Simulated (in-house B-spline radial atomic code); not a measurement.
Results of a calculation; reference values are marked as such.
**Stopping and range of 50 keV Cl in Si**

The pair potential comes from two frozen, spherical free-atom densities (PBE, B-spline radial code, scalar-relativistic past argon): electrostatics plus the change in Thomas-Fermi kinetic and Dirac exchange energy where they overlap, the recipe behind the universal ZBL potential, which averages such potentials (from solid-state densities) over many pairs. It is written V = (Z1 Z2 e²/r) φ(r/a), with e² = 14.3996 eV·Å and a = 0.46850 Å/(Z1^0.23 + Z2^0.23); ZBL's fit is φ = 0.18175 e^(−3.1998x) + 0.50986 e^(−0.94229x) + 0.28022 e^(−0.4029x) + 0.02817 e^(−0.20162x). Where φ falls below 4e-4 it is continued as an exponential.

The target is taken as amorphous, with density 2.329 g/cm³ (NSM archive of the Ioffe Institute); channelling is ignored. Masses: Cl 35.45, Si 28.09 u. Nuclear stopping is S_n = 4π a Z1 Z2 e² M1/(M1 + M2) × s_n(ε), with s_n integrated over impact parameters for each pair. Electronic stopping is Lindhard and Scharff's S_e = Z1^(1/6) 8π e² a0 Z1 Z2/(Z1^(2/3) + Z2^(2/3))^(3/2) × v/v0, with a0 = 0.529177 Å and v = v0 at 24.801 keV/u; it misses the oscillations with Z1 seen in experiment, which reach tens of per cent. Compounds add by atom fraction.

| target atom | a (Å) | ε at this energy | s_n, this pair | s_n, ZBL potential |
| --- | --- | --- | --- | --- |
| Si | 0.12481 | 0.805 | 0.3524 | 0.3245 |

(1) What are the atom density and the stopping powers at entry?

Along the track:

```csv
E (keV),N S_n (eV/nm),N S_e (eV/nm)
2.5,424,44.5
7.5,533,77
15,568,109
25,568,141
37.5,550,172
50,528,199
```

(2) Estimate the path length and the projected range.

## Answers

(1) N = 2.329 × 0.602214/28.09 = 0.04993 atoms/Å³. For Si: S_n = 2999 × 0.3524 = 1057 eV·Å², S_e = 1.7808 × √50000 = 398.2 eV·Å². Averaged over the target's atoms and times N × 10 Å/nm, the ion loses N S_n = 528 eV/nm to recoils and N S_e = 199 eV/nm to electrons; the nuclear share is 73 %.

(2) With continuous slowing down the path is the integral of dE/(N (S_n + S_e)). Trapezoids over the table give 70.3 nm, and the stretch below the first row, with stopping taken as √E, adds 2E/(N S) = 11 nm: 81 nm in all, against 78.4 nm on a fine grid from 5 eV. Deflections shorten the depth: to first order in the energy passed on, N (S_n + S_e) dR_p/dE = 1 − N S_n (M2/M1) R_p/(2E), summed over the target's atoms, and integrating this on the fine grid gives R_p = 55.8 nm, 0.71 of the path. Lindhard's rule of thumb R/(1 + M2/3M1), with mean M2/M1 = 0.79, gives 62 nm. On the ZBL potential the same equation gives 59.9 nm, and the full integral equation, which keeps hard collisions, 63.7 nm.
